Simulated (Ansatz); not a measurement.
## SiH3⁺, triplet: stretch scan

Starting geometry (PBE0/def2-TZVP stationary point for this spin, not checked as a minimum):

```xyz
4

Si    0.0000    0.0677   -0.0787
H     0.0000   -1.2255   -0.8234
H     0.4393   -0.3298    1.5083
H    -0.4393   -0.3298    1.5083
```

From there H3 moves along the line of the two atoms named below, all else staying in place; atoms are numbered as listed. Energies are in kJ/mol, counted from the starting geometry at the same level.

Basis cc-pVDZ; Ansatz 0.2.0. Correlated methods freeze the noble-gas cores. Prefix R: restricted or restricted open-shell reference; prefix U: unrestricted. Active spaces: valence = (6e, 7o) chosen from the atoms' valence shells.

Runs in a small pair space aren't shown, since their orbitals change along the scan.

Full CI is exact within this basis and frozen core; it isn't the basis-set limit. The frozen core follows each run's orbitals, which can shift R against U totals by a few meV.

```json
{"distance Si1-H3 (Å)": "1.372", "full CI": "68.2", "unpaired electrons (full CI)": "2.03", "error RHF": "0.4", "error UMP2": "-2.0", "error UCCSDT": "0.0", "error RCCSDT(Q)": "0.0", "error UCCSDT(Q)": "0.0", "error MRCISD (valence space)": "-0.1"}
{"distance Si1-H3 (Å)": "1.491", "full CI": "24.7", "unpaired electrons (full CI)": "2.03", "error RHF": "-0.8", "error UMP2": "-1.6", "error UCCSDT": "0.0", "error RCCSDT(Q)": "0.0", "error UCCSDT(Q)": "0.0", "error MRCISD (valence space)": "-0.1"}
{"distance Si1-H3 (Å)": "1.694", "full CI": "0.0", "unpaired electrons (full CI)": "2.03", "error RHF": "0.0", "error UMP2": "0.0", "error UCCSDT": "0.0", "error RCCSDT(Q)": "0.0", "error UCCSDT(Q)": "0.0", "error MRCISD (valence space)": "0.0"}
{"distance Si1-H3 (Å)": "1.896", "full CI": "12.5", "unpaired electrons (full CI)": "2.03", "error RHF": "4.6", "error UMP2": "2.7", "error UCCSDT": "0.0", "error RCCSDT(Q)": "0.0", "error UCCSDT(Q)": "0.0", "error MRCISD (valence space)": "0.0"}
{"distance Si1-H3 (Å)": "2.050", "full CI": "38.4", "unpaired electrons (full CI)": "2.04", "error RHF": "10.8", "error UMP2": "5.9", "error UCCSDT": "0.1", "error RCCSDT(Q)": "0.0", "error UCCSDT(Q)": "0.0", "error MRCISD (valence space)": "-0.1"}
{"distance Si1-H3 (Å)": "2.314", "full CI": "97.6", "unpaired electrons (full CI)": "2.06", "error RHF": "27.8", "error UMP2": "18.2", "error UCCSDT": "0.1", "error RCCSDT(Q)": "0.0", "error UCCSDT(Q)": "0.0", "error MRCISD (valence space)": "-0.5"}
{"distance Si1-H3 (Å)": "2.757", "full CI": "148.9", "unpaired electrons (full CI)": "2.05", "error RHF": "-17.0", "error UMP2": "3.9", "error UCCSDT": "0.0", "error RCCSDT(Q)": "0.0", "error UCCSDT(Q)": "0.0", "error MRCISD (valence space)": "-1.0"}
{"distance Si1-H3 (Å)": "3.184", "full CI": "140.0", "unpaired electrons (full CI)": "2.04", "error RHF": "-32.3", "error UMP2": "-2.3", "error UCCSDT": "0.0", "error RCCSDT(Q)": "0.0", "error UCCSDT(Q)": "0.0", "error MRCISD (valence space)": "-1.9"}
{"distance Si1-H3 (Å)": "3.649", "full CI": "132.4", "unpaired electrons (full CI)": "2.04", "error RHF": "-35.3", "error UMP2": "-3.0", "error UCCSDT": "0.0", "error RCCSDT(Q)": "0.0", "error UCCSDT(Q)": "0.0", "error MRCISD (valence space)": "-2.3"}
{"distance Si1-H3 (Å)": "4.539", "full CI": "129.7", "unpaired electrons (full CI)": "2.04", "error RHF": "-36.3", "error UMP2": "-3.1", "error UCCSDT": "0.0", "error RCCSDT(Q)": "0.0", "error UCCSDT(Q)": "0.0", "error MRCISD (valence space)": "-2.5"}
{"distance Si1-H3 (Å)": "5.866", "full CI": "129.9", "unpaired electrons (full CI)": "2.04", "error RHF": "-36.5", "error UMP2": "-3.2", "error UCCSDT": "0.0", "error RCCSDT(Q)": "0.0", "error UCCSDT(Q)": "0.0", "error MRCISD (valence space)": "-2.5"}
```

Unpaired electrons are Σ n²(2−n)² over natural occupations. Errors are those of relative energies. In total energy the starting point itself misses full CI by: RHF 274.1, UMP2 69.4, UCCSDT 0.1, RCCSDT(Q) 0.0, UCCSDT(Q) 0.0, MRCISD (valence space) 6.4 kJ/mol.

Spread of the error over the points with a reference, to 5.866 Å (largest less smallest): UCCSDT(Q) 0.0, RCCSDT(Q) 0.0, UCCSDT 0.2, MRCISD (valence space) 2.5, UMP2 21.4, RHF 64.3 kJ/mol.

Going outwards, the relative energy of RHF first misses by more than 4.2 kJ/mol (1 kcal/mol) at 1.896 Å.
